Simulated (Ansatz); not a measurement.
## Structural energy differences of lutetium

Computed with DFT, BLYP, plane waves (420 eV) with PAW, scalar-relativistic (Ansatz). (PAW data from PBE, frozen cores regenerated.)

Each structure is relaxed within its own symmetry, so a high-lying one may be dynamically unstable.

Task: Rank these structures of lutetium by energy per atom, lowest first.
A. bcc
B. dhcp
C. simple cubic
D. hcp
E. diamond
F. omega (AlB2-type)
G. fcc
H. A15

Result: D (0 meV/atom), B (19 meV/atom), G (38 meV/atom), F (92 meV/atom), A (148 meV/atom), H (279 meV/atom), C (749 meV/atom), E (1624 meV/atom).

```csv
structure,ΔE (meV/atom),V (Å³/atom),cell,magnetic state
hcp,0,29.85,"a = 3.538 Å, c = 5.507 Å (c/a = 1.557)",spin not included
dhcp,19,29.72,"a = 3.500 Å, c = 11.207 Å (c/a = 3.202)",spin not included
fcc,38,29.69,a = 4.915 Å,spin not included
omega (AlB2-type),92,29.73,"a = 5.471 Å, c = 3.440 Å (c/a = 0.629)",spin not included
bcc,148,30.23,a = 3.925 Å,spin not included
A15,279,31.33,a = 6.305 Å,spin not included
simple cubic,749,34.29,a = 3.249 Å,spin not included
diamond,1624,55.22,a = 7.616 Å,spin not included
```

ΔE counts from hcp.

Differences under about 8 meV lie within the error of the k-point mesh.
